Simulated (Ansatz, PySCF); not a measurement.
phosphine (H3P), SMILES P. Atoms are numbered in the order given.

```xyz
4

P      0.0000     0.0000     0.1324
H     -1.0308    -0.5951    -0.6417
H      0.0000     1.1902    -0.6417
H      1.0308    -0.5951    -0.6417
```
Charge 0, spin multiplicity 1.

Geometry: PBE0-D3(BJ)/def2-TZVPD.

Two levels are set side by side: PBE-D3(BJ)/def2-TZVPD (Ansatz, a program for electronic structure) and PBE0-D3(BJ)/def2-TZVPD (Ansatz). Each level has its own optimised geometry; the coordinates shown are those of the second. Frequencies come from the Hessian of PySCF at each geometry. Differences are taken from unrounded values.

```json
[
 {"quantity": "mean bond length (Å)", "PBE0-D3(BJ)": "1.420"},
 {"quantity": "bond P1–H2 (Å)", "PBE0-D3(BJ)": "1.420"},
 {"quantity": "bond P1–H3 (Å)", "PBE0-D3(BJ)": "1.420"},
 {"quantity": "bond P1–H4 (Å)", "PBE0-D3(BJ)": "1.420"},
 {"quantity": "highest harmonic wavenumber (cm⁻¹)", "PBE0-D3(BJ)": "2422"},
 {"quantity": "mean harmonic wavenumber (cm⁻¹)", "PBE0-D3(BJ)": "1752"},
 {"quantity": "zero-point energy (kcal/mol)", "PBE0-D3(BJ)": "15.03"}
]
```

Problem. What does PBE-D3(BJ) give, and how far is it from PBE0-D3(BJ)? (An estimate is asked for; the answer gives what the named calculation found.)

Solution. 
```csv
quantity,PBE-D3(BJ),PBE-D3(BJ) minus PBE0-D3(BJ)
mean bond length (Å),1.431,0.012
bond P1–H2 (Å),1.431,0.012
bond P1–H3 (Å),1.431,0.012
bond P1–H4 (Å),1.431,0.012
highest harmonic wavenumber (cm⁻¹),2339,-83
mean harmonic wavenumber (cm⁻¹),1693,-59
zero-point energy (kcal/mol),14.52,-0.51
```

Exact exchange shortens and stiffens bonds; PBE has none. Differences between two approximate levels are no errors against the true value.
